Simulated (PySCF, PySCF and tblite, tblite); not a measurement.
# C4H4O2: telling isomers apart by computed NMR, part 3 of 3

PySCF and tblite. Atoms count from 0.

## 19. Shieldings, isomer D, conformer 2: OPBE/pcSseg-1 in methanol

What the job is given:

```
{"job": {"xc": "OPBE", "basis": "pcSseg-1", "solvent": "methanol", "kind": "nmr", "pop": false}, "charge": 0, "multiplicity": 1}
O      1.959876     0.632076    -0.042013
C      0.681851     0.172723    -0.014344
C     -0.467427     1.010895    -0.033877
C     -1.531857     0.163200     0.005625
O     -1.123975    -1.115595     0.047374
C      0.236040    -1.116271     0.035353
H      2.596835    -0.093028    -0.022523
H     -0.477263     2.086228    -0.071915
H     -2.595970     0.336411     0.008890
H      0.730772    -2.071985     0.064902
```

The log of the run:

```text
coarse grid: 9000 points
cycle   1  E = -304.9412447932  dE =  1.062e+00  |g| = 6.667e-01  |ddm| = 3.088e+00
cycle   2  E = -304.8211214992  dE =  1.201e-01  |g| = 1.051e+00  |ddm| = 1.342e+00
cycle   3  E = -305.0217569193  dE = -2.006e-01  |g| = 1.552e-01  |ddm| = 8.920e-01
cycle   4  E = -305.0267965753  dE = -5.040e-03  |g| = 4.505e-02  |ddm| = 1.425e-01
cycle   5  E = -305.0271739670  dE = -3.774e-04  |g| = 1.971e-02  |ddm| = 4.355e-02
cycle   6  E = -305.0272671305  dE = -9.316e-05  |g| = 5.580e-03  |ddm| = 1.897e-02
cycle   7  E = -305.0272743689  dE = -7.238e-06  |g| = 1.602e-03  |ddm| = 5.210e-03
final grid: 88736 points
cycle   8  E = -305.0806905669  dE = -9.437e-06  |g| = 3.107e-02  |ddm| = 5.393e-02
cycle   9  E = -305.0801033051  dE =  5.873e-04  |g| = 6.451e-02  |ddm| = 5.535e-02
cycle  10  E = -305.0808520678  dE = -7.488e-04  |g| = 5.411e-03  |ddm| = 3.886e-02
cycle  11  E = -305.0808587534  dE = -6.686e-06  |g| = 7.204e-04  |ddm| = 4.820e-03
cycle  12  E = -305.0808588499  dE = -9.651e-08  |g| = 2.366e-04  |ddm| = 6.840e-04
cycle  13  E = -305.0808588628  dE = -1.285e-08  |g| = 8.736e-05  |ddm| = 2.544e-04
cycle  14  E = -305.0808588647  dE = -1.951e-09  |g| = 1.645e-05  |ddm| = 8.011e-05
cycle  15  E = -305.0808588648  dE = -5.059e-11  |g| = 7.083e-06  |ddm| = 1.639e-05
converged SCF energy = -305.0808588648

GIAO shielding tensors (ppm)
atom      isotropic    diamagn.    paramagn.     s11        s22        s33       span
  0 O      253.556     387.637    -134.081    212.607    254.995    293.065     80.458
  1 C       41.418     252.236    -210.817    -15.488     37.085    102.658    118.146
  2 C       85.160     251.747    -166.586     15.718     81.716    158.046    142.327
  3 C       49.229     251.226    -201.997    -15.558     51.595    111.649    127.207
  4 O       65.440     394.605    -329.165    -70.039      9.026    257.333    327.372
  5 C       65.594     254.830    -189.236     15.360     68.064    113.358     97.998
  6 H       26.901      30.907      -4.007     18.465     24.921     37.317     18.852
  7 H       25.010      31.021      -6.011     23.292     25.673     26.065      2.773
  8 H       24.060      29.473      -5.413     21.342     24.766     26.072      4.730
  9 H       24.083      31.103      -7.019     21.712     24.858     25.679      3.967
```

Run time: 5.6 s. Hardware: 1 thread of Arm Neoverse V2, shared host.

This run: HOMO -5.15 eV, LUMO -0.47 eV; dipole 1.31 D.

## 20. Averages, isomer D: properties at OPBE/pcSseg-1 in methanol

What the job is given:

```
{"job": {"study": "conf", "smiles": "Oc1ccoc1", "search": {"seed": 2173, "n_embed": 60, "ff_keep": 14, "window": 2.5, "nmax": 6, "temps": [250, 298.15, 350], "t_ref": 298.15, "order": 0.002}, "level": {"nmr": {"xc": "OPBE", "basis": "pcSseg-1", "solvent": "methanol"}, "alter": {"geometry": "GFN1-xTB"}, "change": "OPBE/pcSseg-1; solvent methanol; GFN1-xTB geometries"}, "kind": "conf"}, "charge": 0, "multiplicity": 1}
O      1.959876     0.632076    -0.042013
C      0.681851     0.172723    -0.014344
C     -0.467427     1.010895    -0.033877
C     -1.531857     0.163200     0.005625
O     -1.123975    -1.115595     0.047374
C      0.236040    -1.116271     0.035353
H      2.596835    -0.093028    -0.022523
H     -0.477263     2.086228    -0.071915
H     -2.595970     0.336411     0.008890
H      0.730772    -2.071985     0.064902
```

The log of the run:

```text
conformer  sym    E(xTB)   E(DFT)   G(298.15 K)  weight  dipole/D
    1     Cs      0.000    0.210    0.153   0.4360    2.508
    2     Cs      0.061    0.000    0.000   0.5640    1.306

mean shielding (ppm) by class
class atoms           250 K   298.15 K      350 K
  0 O  0            253.098    253.081    253.069
  1 C  1             41.531     41.535     41.538
  2 C  2              84.41     84.383     84.362
  3 C  3              49.54     49.551      49.56
  4 O  4             65.528     65.531     65.534
  5 C  5             66.379     66.407     66.429
  6 H  6             26.896     26.895     26.895
  7 H  7             25.011     25.011     25.011
  8 H  8              24.08      24.08     24.081
  9 H  9             24.101     24.101     24.102
```

Run time: 11 s. Hardware: 1 thread of Arm Neoverse V2, shared host. This counts the runs that the step sums up.

Against the first level, at 298 K (shieldings, ppm; largest changes first):

| atoms | PBE0/pcSseg-1 | OPBE/pcSseg-1 in methanol | change |
| --- | --- | --- | --- |
| C1 | 31.9 | 41.5 | +9.7 |
| C3 | 40.7 | 49.6 | +8.8 |
| C5 | 58.8 | 66.4 | +7.6 |
| C2 | 77.5 | 84.4 | +6.8 |
| O0 | 259.3 | 253.1 | -6.2 |
| O4 | 62.6 | 65.5 | +2.9 |
| H6 | 28.20 | 26.89 | -1.30 |
| H8 | 24.45 | 24.08 | -0.37 |
| H7 | 25.38 | 25.01 | -0.37 |
| H9 | 24.46 | 24.10 | -0.36 |

Weights: from PBE0/pcSseg-1 energies 1: 36 %, 2: 64 %; from OPBE/pcSseg-1 in methanol energies 1: 44 %, 2: 56 % (with a dispersion term where the level has one and the same thermal terms, so they don't follow from the SCF energies alone). Times: 12 s and 11 s.

## 21. The test of assignment

What the job is given:

```
{"job": {"study": "set", "relation": "constitutional isomers", "members": [{"smiles": "[O:1]=[C:2]1[CH2:3][CH:4]=[CH:5][O:6]1"}, {"smiles": "[CH3:1][C:2]#[C:3][C:4](=[O:5])[OH:6]"}, {"smiles": "[O:1]=[C:2]1[CH:3]=[CH:4][CH2:5][O:6]1"}, {"smiles": "[OH:1][c:2]1[cH:3][cH:4][o:5][cH:6]1"}, {"smiles": "[CH:1]1=[CH:2][O:3][CH:4]=[CH:5][O:6]1"}], "charge": 0, "search": {"seed": 2173, "n_embed": 60, "ff_keep": 14, "window": 2.5, "nmax": 6, "temps": [250, 298.15, 350], "t_ref": 298.15, "order": 0.002}, "level": {"nmr": {"xc": "PBE0", "basis": "pcSseg-1"}}, "dp4": {"C": [2.0, 10], "H": [0.12, 10]}, "second_levels": [{"nmr": {"xc": "OPBE", "basis": "pcSseg-1", "solvent": "methanol"}, "wide": true, "alter": {"geometry": "GFN1-xTB"}, "change": "OPBE/pcSseg-1; solvent methanol; GFN1-xTB geometries"}], "kind": "set"}, "charge": 0, "multiplicity": 1}
O     -1.943666     1.393773    -0.525106
C     -0.922246     0.828426    -0.274045
C     -0.693744    -0.654905    -0.025244
C      0.776499    -0.696429     0.225416
C      1.243119     0.542112     0.128450
O      0.272245     1.466803    -0.164586
H     -1.289511    -0.992608     0.824812
H     -1.004070    -1.237920    -0.894281
H      1.335731    -1.583010     0.443847
H      2.234524     0.938412     0.238210
```

The log of the run:

```text
isomer  G rel   conformers  SMILES
A     2.377      1   O=C1CC=CO1
B    22.478      1   CC#CC(=O)O
C     0.000      1   O=C1C=CCO1
D    18.375      2   Oc1ccoc1
E    45.207      1   C1=COC=CO1

signals of isomer D at the second level: probabilities [0.02323, 1e-05, 0.00657, 0.97019, 0.0]
```

It took 49 s on 1 thread of Arm Neoverse V2, shared host. This counts the whole study up to here.

The 5 candidates (constitutional isomers), with energies and dipoles from their ensembles above, at 298 K; shieldings at PBE0/pcSseg-1:

| isomer | SMILES | conformers | ΔE | ΔG | μ rms (D) |
| --- | --- | --- | --- | --- | --- |
| A | O=C1CC=CO1 | 1 | 2.45 | 2.38 | 3.99 |
| B | CC#CC(=O)O | 1 | 26.22 | 22.48 | 2.58 |
| C | O=C1C=CCO1 | 1 | 0.00 | 0.00 | 5.09 |
| D | Oc1ccoc1 | 2 | 18.51 | 18.38 | 1.45 |
| E | C1=COC=CO1 | 1 | 45.22 | 45.21 | 0.00 |

Energies in kcal/mol.

The signals of isomer D, computed at a second level (OPBE/pcSseg-1 in methanol on GFN1-xTB geometries), stand in for a spectrum. The test takes 4 C values. Each candidate's shieldings are matched to them as sorted lists by a straight-line fit, or by a shift alone where signals are few or close (slope 1; a small slope inflates the errors), and the errors are weighed by Student-t tails (C: width 2.0 ppm).

| candidate | C slope | C mean error | C largest | P(C) | P(all) |
| --- | --- | --- | --- | --- | --- |
| A | 3.27 | 1.8 | 3.6 | 2.3 | 2.3 |
| B | 3.19 | 4.2 | 7.4 | 0.0 | 0.0 |
| C | 2.31 | 2.2 | 4.4 | 0.7 | 0.7 |
| D | 1.06 | 0.2 | 0.3 | 97.0 | 97.0 |
| E | 0.00 | 29.6 | 48.5 | 0.0 | 0.0 |

Errors in ppm, probabilities in per cent.

## 22. Outcome

This closing draws on all 3 parts.

| quantity | value |
| --- | --- |
| conformers, isomer A | 1; the first in weight is no. 1 (Cs), 100 % at 298 K |
| root-mean-square dipole, isomer A | 3.99 D |
| averaged ¹³C shifts, isomer A (PBE0/pcSseg-1) | 179.8, 152.3, 112.3, 35.7 ppm |
| averaged ¹H shifts, isomer A (PBE0/pcSseg-1) | 6.91, 5.60, 3.11 ppm |
| conformers, isomer B | 1; the first in weight is no. 1 (Cs), 100 % at 298 K |
| root-mean-square dipole, isomer B | 2.58 D |
| averaged ¹³C shifts, isomer B (PBE0/pcSseg-1) | 158.1, 94.9, 77.3, 4.7 ppm |
| averaged ¹H shifts, isomer B (PBE0/pcSseg-1) | 6.18, 2.20 ppm |
| conformers, isomer C | 1; the first in weight is no. 1 (Cs), 100 % at 298 K |
| root-mean-square dipole, isomer C | 5.09 D |
| averaged ¹³C shifts, isomer C (PBE0/pcSseg-1) | 176.1, 159.5, 132.0, 74.6 ppm |
| averaged ¹H shifts, isomer C (PBE0/pcSseg-1) | 7.54, 6.31, 5.02 ppm |
| conformers, isomer D | 2; the first in weight is no. 2 (Cs), 64 % at 298 K |
| root-mean-square dipole, isomer D | 1.45 D |
| averaged ¹³C shifts, isomer D (PBE0/pcSseg-1) | 155.1, 146.2, 128.1, 109.4 ppm |
| averaged ¹H shifts, isomer D (PBE0/pcSseg-1) | 7.26, 7.25, 6.34, 3.52 ppm |
| conformers, isomer E | 1; the first in weight is no. 1 (D2h), 100 % at 298 K |
| root-mean-square dipole, isomer E | 0.00 D |
| averaged ¹³C shifts, isomer E (PBE0/pcSseg-1) | 134.5 ppm |
| averaged ¹H shifts, isomer E (PBE0/pcSseg-1) | 5.41 ppm |
| lowest in free energy | isomer C |
| signals of D (OPBE/pcSseg-1 in methanol on GFN1-xTB geometries) | best fit D, 97 % |

The search found one conformer for isomer A in the window, so the averages are its own values. The search found one conformer for isomer B in the window, so the averages are its own values. Protons on O, N, S or Se exchange and bind to solvent, so their values hold for the lone molecule only. The search found one conformer for isomer C in the window, so the averages are its own values. At 298 K conformer 2 holds 64 % of the ensemble for isomer D (67 % at 250 K, 62 % at 350 K). xTB puts no. 1 lowest, DFT no. 2. Among conformers of isomer D over 5 %, H7 differs by 0.30 ppm, while the average moves by 0.01 ppm from 250 to 350 K. The search found one conformer for isomer E in the window, so the averages are its own values. Going from PBE0/pcSseg-1 to OPBE/pcSseg-1 in methanol moves C1 of isomer D most, by 9.7 ppm of raw shielding (the geometries differ too); the energies behind both averages, dispersion terms included where typed, rank the same conformer first. The test names the right isomer, D, with 97 %. The stand-in spectrum is computed, so it shares conformers and some errors with the candidates; a measured one would test harder.
